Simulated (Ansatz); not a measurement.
Antifluorite Mg₂Sn was calculated with PBEsol in Ansatz (plane waves, PAW).

Settings: plane-wave cutoff 520 eV, 20×20×20 k mesh, Fermi–Dirac smearing 0.05 eV, scalar-relativistic PAW data made under PBE.

The cell has the measured lattice: a = b = c = 6.7665 Å, α = β = γ = 90.00°.

Task: Give the computed elastic constant C11, Voigt–Reuss–Hill bulk modulus, elastic constant C44, Voigt–Reuss–Hill shear modulus (Hill average) and elastic constant C12.

Result: 
- elastic constant C11 = 73.9 GPa
- Voigt–Reuss–Hill bulk modulus = 41.9 GPa
- elastic constant C44 = 31.7 GPa
- Voigt–Reuss–Hill shear modulus (Hill average) = 28.4 GPa
- elastic constant C12 = 25.8 GPa

Note: the solid has no gap at this level, which affects its response; the cell isn't this level's own, so it is under some stress, which shifts stiffness and frequencies.

Elastic constants are with the ions relaxed.

Spin–orbit coupling is not included.

The computed numbers hold no vibrational or temperature effects.

Ansatz is a first-principles code.
